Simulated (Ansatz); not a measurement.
Gas-phase electronic energies from Ansatz, PBE0-D4/def2-TZVP geometries. CBS: MP2 limit from def2 TZ/QZ plus the TZ coupled-cluster correction, frozen cores. This one scheme is used for every species. DFT in def2-TZVPP. For Mg outer-core shells are correlated without core-valence functions, which leaves a few kJ/mol of doubt a bond. Each species was taken in one conformer, which may not be the lowest.

Consider the hydrogenolysis of a Mg–N bond: `[NH2][Mg][NH2]` + H₂ → `[NH2][MgH]` + NH₃.

`[NH2][Mg][NH2]`:

```xyz
7

N     1.444    0.570   -1.071
Mg    0.000    0.000    0.000
N    -1.444   -0.570    1.071
H     1.530    1.461   -1.537
H     2.276    0.042   -1.285
H    -2.270   -1.056    0.754
H    -1.536   -0.446    2.068
```

H₂:

Cartesian coordinates in Å:
```
H -0.270 -0.230 0.117
H 0.270 0.230 -0.117
```

`[NH2][MgH]`:

```xyz
5

N    -0.171    0.258   -0.796
Mg    0.207   -0.312    0.964
H    -1.077    0.502   -1.168
H     0.495    0.377   -1.545
H     0.546   -0.826    2.546
```

NH₃:

Z-matrix (Å, degrees):
```
N
H 1 1.013
H 1 1.013 2 107.1
H 1 1.013 2 107.1 3 -114.5
```

CCSD(T)/CBS gives +9.3 kcal/mol.

Problem. Another level gave +6.6 kcal/mol. Which?
A. B2PLYP/def2-TZVPP
B. SCS-MP2/def2-TZVPP
C. HF/def2-TZVPP
D. LDA (SPW92)/def2-TZVPP

Solution. D. LDA (SPW92) 6.6, B2PLYP 8.4, SCS-MP2/def2-TZVPP 9.4, HF/def2-TZVPP 3.4 kcal/mol.

Problem. What do rigid-rotor, harmonic-oscillator terms from PBE0-D4/def2-TZVP frequencies (298.15 K, 1 bar) make of the CCSD(T)/CBS value? (Estimate.)

Solution. Ansatz gave: ΔZPE = +3.2 kcal/mol, ΔH = +11.6 kcal/mol, ΔS = 19 J/(mol·K), ΔG = +10.2 kcal/mol.

Largest T1 diagnostic among the species: 0.009.

From r2SCAN to r2SCAN0 (25 % exact exchange), in def2-TZVPP and without D4, ΔE moves by −1.1 kcal/mol. Leaving LDA and LC-ωPBE aside and taking each functional with its dispersion term where it has one, the values, not all of them listed here, spread over 6.9 kcal/mol, from B97M-V to r2SCAN-D4.
